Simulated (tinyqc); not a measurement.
Inside a calculation. Method: geometry optimisation on the RHF/sto-3g surface (energies and gradients from PySCF), for NH3, spin multiplicity 1. Computed by tinyqc, a small Python program that keeps every step (integrals from PySCF). Settings: charge = 0, multiplicity = 1, basis = sto-3g, optimiser = bfgs, first Hessian = 1.0, largest step = 0.1, iteration cap = 30. Command: `OMP_NUM_THREADS=1 python tinyqc.py 26744 26745 out.jsonl` (the two numbers bound the seeds that draw the settings). One thread of a shared host (Intel(R) Xeon(R) Processor @ 2.60GHz), about 0.8 s of CPU time with the checks.

## Step 1: energy and gradient

positions at the start (bohr):
```
            x          y          z
1N  -0.054802  -0.060471   0.430858
2H   1.765004  -0.051023   0.045353
3H  -0.842818   1.468317  -0.056692
4H  -0.954312  -1.634613   0.090707
```

Self-consistent energy and analytic gradient at these positions.

energy = -55.43729643 hartree

gradient (hartree/bohr):
```
              x            y            z
1N  -0.03787825   0.03051437  -0.06383684
2H  -0.03405468   0.00799612   0.01291326
3H   0.04974137  -0.07536137   0.03260270
4H   0.02219155   0.03685088   0.01832087
```

## Step 1: move

Quasi-Newton step p = -H^(-1) g (first H = 1 times the unit matrix); steps longer than 0.1 bohr are cut back (factor 0.721 here).

positions after step 1 (bohr):
```
            x          y          z
1N  -0.027490  -0.082474   0.476887
2H   1.789559  -0.056788   0.036042
3H  -0.878684   1.522656  -0.080200
4H  -0.970313  -1.661184   0.077497
```

## Step 2: energy and gradient

As before.

energy = -55.44596470 hartree

gradient (hartree/bohr):
```
              x            y            z
1N   0.01156565  -0.02258746  -0.04391957
2H  -0.03020714   0.00916909   0.01616251
3H   0.01059360  -0.00531052   0.01094319
4H   0.00804789   0.01872890   0.01681387
```

## Step 2: move

inverse Hessian in use (bohr^2/hartree):
```
            1          2          3          4          5          6          7          8
1    0.902442   0.115053   0.009809   0.023855  -0.011306  -0.021982   0.057277  -0.116285
2    0.115053   0.877942   0.053546   0.013563   0.001411   0.005278  -0.094021   0.166219
3    0.009809   0.053546   1.310157   0.196841  -0.055833  -0.096442  -0.132262   0.150657
4    0.023855   0.013563   0.196841   1.121750  -0.033716  -0.057797  -0.095011   0.117419
5   -0.011306   0.001411  -0.055833  -0.033716   1.009121   0.015516   0.029801  -0.038921
6   -0.021982   0.005278  -0.096442  -0.057797   0.015516   1.026326   0.053015  -0.070262
7    0.057277  -0.094021  -0.132262  -0.095011   0.029801   0.053015   1.017806   0.011772
8   -0.116285   0.166219   0.150657   0.117419  -0.038921  -0.070262   0.011772   0.923459
9    0.026552  -0.052773  -0.105211  -0.072155   0.021852   0.038495   0.026102  -0.014148
10   0.016427  -0.034594  -0.074388  -0.050593   0.015222   0.026763   0.019929  -0.012906
11   0.012538  -0.045573  -0.148369  -0.097266   0.028389   0.049468   0.052449  -0.050757
12  -0.014380  -0.006051  -0.108504  -0.066890   0.018465   0.031621   0.053146  -0.066247

            9         10         11         12
1    0.026552   0.016427   0.012538  -0.014380
2   -0.052773  -0.034594  -0.045573  -0.006051
3   -0.105211  -0.074388  -0.148369  -0.108504
4   -0.072155  -0.050593  -0.097266  -0.066890
5    0.021852   0.015222   0.028389   0.018465
6    0.038495   0.026763   0.049468   0.031621
7    0.026102   0.019929   0.052449   0.053146
8   -0.014148  -0.012906  -0.050757  -0.066247
9    1.026567   0.019500   0.045069   0.040149
10   0.019500   1.014238   0.032279   0.028125
11   0.045069   0.032279   1.067941   0.053832
12   0.040149   0.028125   0.053832   1.036734
```

Quasi-Newton step p = -H^(-1) g (the inverse Hessian comes from BFGS updates; coordinates in the order x, y, z of each atom); steps longer than 0.1 bohr are cut back (factor 0.859 here).

positions after step 2 (bohr):
```
            x          y          z
1N  -0.034248  -0.061128   0.541482
2H   1.832140  -0.069274   0.014254
3H  -0.900703   1.543148  -0.099425
4H  -0.984117  -1.690535   0.053914
```

## Convergence

Stop when the largest gradient component is below 3e-5 hartree/bohr. The inverse Hessian follows the BFGS update with s = step, y = change of gradient.

Course of the optimisation:
```
step   E (hartree)  largest gradient (hartree/bohr)
1     -55.43729643                         7.54e-02
2     -55.44596470                         4.39e-02
3     -55.44998425                         2.58e-02
4     -55.45160165                         1.70e-02
5     -55.45348545                         2.01e-02
6     -55.45478021                         1.47e-02
7     -55.45537546                         3.64e-03
8     -55.45539927                         1.77e-03
9     -55.45541166                         1.29e-03
10    -55.45541822                         1.09e-03
11    -55.45541968                         2.66e-04
12    -55.45541978                         4.06e-05
13    -55.45541978                         7.21e-06
```

Final distances (angstrom):
```
pair   distance
2H-1N  1.032526
3H-1N  1.032524
3H-2H  1.629094
4H-1N  1.032518
4H-2H  1.629097
4H-3H  1.629102
```

Converged in 13 steps.
